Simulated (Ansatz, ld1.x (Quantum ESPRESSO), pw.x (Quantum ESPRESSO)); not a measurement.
From atom to crystal: ultrasoft potential for aluminium

| Property | Result |
| --- | --- |
| Element | Al (Z = 13) |
| Generator | ld1.x (Quantum ESPRESSO) 7.5 |
| Type | ultrasoft |
| Functional | PBEsol |
| Relativity | scalar-relativistic |
| Frozen core | [Ne] |
| Valence charge | 3 |
| Reference configuration | 3s1 3p2 |
| Partial waves | 3s (bound): rcut 2.30, rcutus 2.50 bohr; 3s channel at -0.1 Ry: rcut 2.30, rcutus 2.50 bohr; 3p (bound): rcut 2.55, rcutus 3.00 bohr; 3p channel at 0.1 Ry: rcut 2.55, rcutus 3.00 bohr; 3d channel at 0.25 Ry: rcut 2.55, rcutus 2.90 bohr |
| Local potential | all-electron potential smoothed inside 2.85 bohr (lloc = -1) |
| Core correction | none |
| Augmentation charge | PSQ, inside the norm-conserving radii |

Atomic tests: cutoffs needed: 6 Ry and 8 Ry (the cutoffs (Ry, on a coarse ladder) from which the occupation-weighted sum of valence levels, in a spherical-Bessel basis at the reference potential, stays within 10 and 1 mRy of its value at 400 Ry); ghost test: no extra level below or beside the all-electron valence levels (s, p, d, f tested) (spherical-Bessel basis up to 400 Ry, 20 bohr box); configuration tests: test run stopped at test 3 of 7 (negative rho), 1 before it not solved.

Crystal test: diamond Al in pw.x 7.5, no spin, 8³ k-points, Fermi–Dirac smearing 0.01 Ry, cutoffs 40/320 Ry. The reference is all-electron LAPW (Ansatz 0.2.0) with the same functional, mesh and smearing; V0 and B0 come from Birch–Murnaghan fits to the pressures at five volumes. Errors are pseudo minus all-electron; Δ is the rms difference of the E(V) curves that follow from these fits, minima aligned, over ±6 % about the mean V0. Mesh and smearing are coarse, so the numbers serve the comparison and aren't converged zero-temperature values; the lattice is a test structure that the element need not adopt.

| V (Å³/atom) | P all-electron (GPa) | P pseudo (GPa) |
| --- | --- | --- |
| 25.621 | 2.26 | 2.45 |
| 26.295 | 1.06 | 1.24 |
| 26.969 | 0.01 | 0.17 |
| 27.643 | -0.92 | -0.77 |
| 28.317 | -1.74 | -1.59 |

All-electron: a0 = 5.998 Å (V0 = 26.97 Å³/atom), B0 = 39.5 GPa.

Pseudopotential: mean pressure error (GPa): +0.17; a0 (Å): 6.007; a0 error (%): +0.14; B0 error (%): -0.6; Δ (meV/atom): 1.0. The largest radius (3.00 bohr) exceeds half the bond length (2.45 bohr), so the spheres overlap, which is one possible source of error among others. Atomic configuration tests: test run stopped at test 3 of 7 (negative rho), 1 before it not solved.

Problem. At the middle volume, how do free energy and pressure move when the wave cutoff is lowered (ecutrho held at 320 Ry)?

Solution.

```
cutoff (Ry)  shift of F (meV/atom)  shift of P (GPa)
         18                   +0.9             +0.00
         24                   +0.7             -0.01
         32                   +0.2             -0.01
```

Input at the middle volume:

```
&control
  calculation='scf', prefix='x', pseudo_dir='./', outdir='./tmp', tstress=.true., disk_io='none'
/
&system
  ibrav=0, nat=2, ntyp=1, ecutwfc=40, ecutrho=320, nbnd=10,
  occupations='smearing', smearing='fd', degauss=0.01
/
&electrons
  conv_thr=1e-09, mixing_beta=0.4, electron_maxstep=70
/
ATOMIC_SPECIES
Al 1.0 Al.UPF
CELL_PARAMETERS angstrom
  0.00000000 2.99885141 2.99885141
  2.99885141 0.00000000 2.99885141
  2.99885141 2.99885141 0.00000000
ATOMIC_POSITIONS crystal
Al 0.0000 0.0000 0.0000
Al 0.2500 0.2500 0.2500
K_POINTS automatic
8 8 8 0 0 0
```

```bash
pw.x < Al.scf.in > Al.scf.out
```

Lines of the output:

```
Message from routine setup:
     using ibrav=0 with symmetry is DISCOURAGED, use correct ibrav instead
     lattice parameter (alat)  =       8.0144  a.u.
     unit-cell volume          =     363.9917 (a.u.)^3
     number of electrons       =         6.00
     number of Kohn-Sham states=           10
     kinetic-energy cutoff     =      40.0000  Ry
     charge density cutoff     =     320.0000  Ry
     scf convergence threshold =      1.0E-09
     Exchange-correlation= PBESOL
     number of k points=    29  Fermi-Dirac smearing, width (Ry)=  0.0100
     iteration #  1     ecut=    40.00 Ry     beta= 0.40
     total energy              =      -8.22135359 Ry
     estimated scf accuracy    <       0.03598828 Ry
     iteration #  2     ecut=    40.00 Ry     beta= 0.40
     total energy              =      -8.21911131 Ry
     estimated scf accuracy    <       0.00863555 Ry
     iteration #  3     ecut=    40.00 Ry     beta= 0.40
     total energy              =      -8.21984982 Ry
     estimated scf accuracy    <       0.00005454 Ry
     iteration #  4     ecut=    40.00 Ry     beta= 0.40
     total energy              =      -8.21985438 Ry
     estimated scf accuracy    <       0.00000017 Ry
     iteration #  5     ecut=    40.00 Ry     beta= 0.40
     total energy              =      -8.21985445 Ry
     estimated scf accuracy    <       0.00000001 Ry
     iteration #  6     ecut=    40.00 Ry     beta= 0.40
     total energy              =      -8.21985446 Ry
     estimated scf accuracy    <          1.2E-09 Ry
     iteration #  7     ecut=    40.00 Ry     beta= 0.40
     the Fermi energy is     2.8257 ev
!    total energy              =      -8.21985446 Ry
     estimated scf accuracy    <          4.0E-12 Ry
     smearing contrib. (-TS)   =      -0.00680207 Ry
     The total energy is F=E-TS. E is the sum of the following terms:
     one-electron contribution =       2.86803694 Ry
     hartree contribution      =       0.39102902 Ry
     xc contribution           =      -2.91713065 Ry
     ewald contribution        =      -8.55498769 Ry
     convergence has been achieved in   7 iterations
          total   stress  (Ry/bohr**3)                   (kbar)     P=        1.75
     Message from routine punch:
     Nothing written, as per user request (disk_io='none')
```

The run at the middle volume (29 k-points, 7 iterations) took about 9.1 s on one core of a shared host (Neoverse-V1, 32 threads, 247 GiB, load 28).
